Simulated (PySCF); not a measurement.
Fluorine: a sound run and one with changed settings

Sound run: F [He] 2s2 2p5, F⁺ [He] 2s2 2p4. Computed with PySCF 2.14 in def2-SVP, with no relativity, point nucleus. The sound run starts from symmetry-adapted Hartree-Fock orbitals and uses a fine grid where one is needed.

A second run was set up differently.

| species | method | sound run (hartree) | changed run (hartree) | converged |
| --- | --- | --- | --- | --- |
| F | UHF | -99.28405 | -99.28405 | yes |
| F | M06-L | -99.63117 | -99.74614 | no |
| F | PBE0 | -99.54906 | -99.57922 | yes |
| F⁺ | UHF | -98.70445 | -98.70445 | yes |
| F⁺ | M06-L | -98.98719 | -99.07963 | yes |
| F⁺ | PBE0 | -98.91159 | -98.94381 | yes |

Ionisation energy of F:

| method | sound run (eV) | changed run (eV) |
| --- | --- | --- |
| UHF | 15.772 | 15.772 |
| PBE0 | 17.346 | 17.290 |

(1) What was changed?
A. angular grid far too coarse
B. minimal basis
C. a valence shell is frozen
D. level shift left on

Answers

(1) A. It used 6 angular points. A coarse angular grid integrates products of high-l functions wrongly, so density functionals can shift, and the SCF can exploit the error; Hartree-Fock and MP2 need no grid.
